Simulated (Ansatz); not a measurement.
# Molecular dynamics, step by step

CH$_{4}$AlS (charge +1), closed shell, PBE0-D4/def2-SVP (Ansatz 0.2.0). Settings (timestep in fs, temperature in K, friction in 1/fs; T counts 21 degrees of freedom, while the starting velocities carry no drift of the centre of mass, so T starts below the set value):

```yaml
hamiltonian: {xc: pbe0, dispersion: d4}
md: {n_steps: 40, timestep: 0.5, temperature: 200, ensemble: nvt_langevin, seed: 103, friction: 0.05, initial_velocities: maxwell_boltzmann}
```

Start:

C1  (-0.884, -0.077, -0.185)
Al2  (0.666, 1.105, -0.092)
S3  (0.746, -1.206, -0.224)
H4  (-1.390, -0.258, -1.142)
H5  (-1.542, -0.435, 0.611)
H6  (1.598, 2.299, -0.071)
H7  (0.806, -1.428, 1.103)
(Å)

```csv
step,time (fs),potential energy less the start (meV),kinetic energy (meV),T (K)
0,0.00,0.0,155.1,171
2,1.00,15.7,150.1,166
4,2.00,42.1,138.4,153
6,3.00,39.7,147.7,163
8,4.00,11.3,155.9,172
10,5.00,11.3,180.8,200
12,6.00,41.0,154.0,170
14,7.00,63.6,153.3,169
16,8.00,53.7,139.8,154
18,9.00,13.1,171.6,190
20,10.00,-7.7,207.0,229
22,11.00,-0.1,200.7,222
24,12.00,28.7,184.6,204
26,13.00,52.6,160.6,177
28,14.00,47.3,194.1,215
30,15.00,30.3,226.2,250
32,16.00,43.8,210.8,233
34,17.00,73.0,173.8,192
36,18.00,95.7,170.6,189
38,19.00,81.9,145.5,161
40,20.00,48.6,193.2,214
```

Step 4, positions (Å) and forces (eV/Å):

| atom | x | y | z | Fx | Fy | Fz |
| --- | --- | --- | --- | --- | --- | --- |
| C1 | -0.889 | -0.079 | -0.184 | 2.342 | 0.474 | -1.638 |
| Al2 | 0.660 | 1.105 | -0.091 | -0.588 | -0.072 | -0.087 |
| S3 | 0.751 | -1.208 | -0.224 | -0.626 | 0.107 | 0.165 |
| H4 | -1.403 | -0.273 | -1.137 | 0.130 | 0.082 | -0.160 |
| H5 | -1.512 | -0.392 | 0.593 | -1.185 | -0.536 | 1.837 |
| H6 | 1.651 | 2.311 | -0.090 | -0.070 | -0.082 | 0.053 |
| H7 | 0.844 | -1.438 | 1.119 | -0.004 | 0.028 | -0.169 |

Step 8, positions (Å) and forces (eV/Å):

```
atom       x       y       z      Fx      Fy      Fz
  C1  -0.891  -0.080  -0.187   1.417   0.041  -0.781
 Al2   0.652   1.106  -0.090  -0.074   0.423  -0.190
  S3   0.753  -1.208  -0.223  -0.662   0.111   0.395
  H4  -1.418  -0.293  -1.137   0.227   0.126   0.127
  H5  -1.523  -0.353   0.641  -0.364  -0.205   0.729
  H6   1.702   2.322  -0.098  -0.497  -0.537   0.072
  H7   0.867  -1.432   1.127  -0.045   0.041  -0.353
```

Step 12, positions (Å) and forces (eV/Å):

| atom | x | y | z | Fx | Fy | Fz |
| --- | --- | --- | --- | --- | --- | --- |
| C1 | -0.885 | -0.078 | -0.187 | 0.083 | -0.424 | 1.067 |
| Al2 | 0.644 | 1.106 | -0.090 | 0.261 | 0.656 | -0.254 |
| S3 | 0.752 | -1.209 | -0.220 | -0.687 | 0.142 | 0.215 |
| H4 | -1.434 | -0.296 | -1.122 | 0.186 | 0.070 | 0.128 |
| H5 | -1.544 | -0.321 | 0.719 | 0.876 | 0.213 | -1.075 |
| H6 | 1.736 | 2.307 | -0.101 | -0.659 | -0.651 | 0.087 |
| H7 | 0.883 | -1.421 | 1.122 | -0.060 | -0.007 | -0.168 |

Last step (40):

C1  (-0.865, -0.076, -0.121)
Al2  (0.611, 1.136, -0.135)
S3  (0.715, -1.192, -0.182)
H4  (-1.504, -0.144, -1.004)
H5  (-1.398, -0.213, 0.876)
H6  (1.800, 2.225, -0.201)
H7  (0.860, -1.416, 1.140)
(Å)

The run took about 39 s on 2 CPU threads of an Arm Neoverse V2 (shared host).
